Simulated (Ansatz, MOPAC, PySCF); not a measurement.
Species: C$_{2}$H, net charge 0, doublet state. SMILES: [C]#C
Geometry: optimised at B3LYP-D3(BJ)/def2-TZVP (Ansatz, a quantum-chemistry and plane-wave program).

Unscaled harmonic wavenumbers (cm⁻¹) in rising order, each level at the stationary point that it reaches from this structure (no distance between atoms moves by over 0.3 Å); the order of modes can differ between levels, and a negative number is imaginary. B3LYP-D3(BJ)/def2-TZVP (PySCF, at the structure above): 320, 320, 2095, 3453.

AM1 (MOPAC): 604, 604, 2113, 3392. Zero-point energy 9.6 against 8.8 kcal/mol; where all levels lie over 400 cm⁻¹, the wavenumbers are on average 0.995 times those of B3LYP-D3(BJ)/def2-TZVP.

HF/6-31G* (Ansatz): 556, 556, 1851, 3622. Zero-point energy 9.4 against 8.8 kcal/mol; where all levels lie over 400 cm⁻¹, the wavenumbers are on average 0.966 times those of B3LYP-D3(BJ)/def2-TZVP.
